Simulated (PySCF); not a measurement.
Molecule: `O=P([O-])([O-])[O-]`, [O$_{4}$P]3-.

Mapped SMILES: `[O:1]=[P:2]([O-:3])([O-:4])[O-:5]`.

Geometry PBE0-D3(BJ)/def2-SVP throughout; GIAO in PySCF 2.14, gas phase, one conformer, non-relativistic; equivalent atoms averaged; functional PBE0.

Problem. How do the absolute shieldings σ depend on the basis set? (ppm; last column core-seconds on 1 thread of an Arm Neoverse V1, shared host)

Solution. 
```tsv
basis set	functions	O1/O3/O4/O5	P2	core-s
pcSseg-0	49	238.2	257.8	2
cc-pVDZ	74	225.4	364.3	3.3
aug-cc-pVDZ	119	208.3	338.8	6.5
cc-pVTZ	154	204.0	287.2	7.7
IGLO-III	184	198.9	272.9	8.9
```

Problem. Which nucleus moves most, in ppm?

Solution. P2 (phosphorus bonded to 4 O): from 257.8 ppm with pcSseg-0 to 364.3 ppm with cc-pVDZ. The smallest spread is 39.3 ppm, at O1/O3/O4/O5.

Problem. Taking the largest basis, IGLO-III (184 functions), as the yardstick, rank the others by their worst heavy-atom deviation.

Solution. cc-pVTZ 14.3 ppm (154 functions), pcSseg-0 39.3 ppm (49 functions), aug-cc-pVDZ 65.9 ppm (119 functions), cc-pVDZ 91.4 ppm (74 functions).

A small basis that lands close on one nucleus may do so by chance; judge by the trend and by all nuclei.
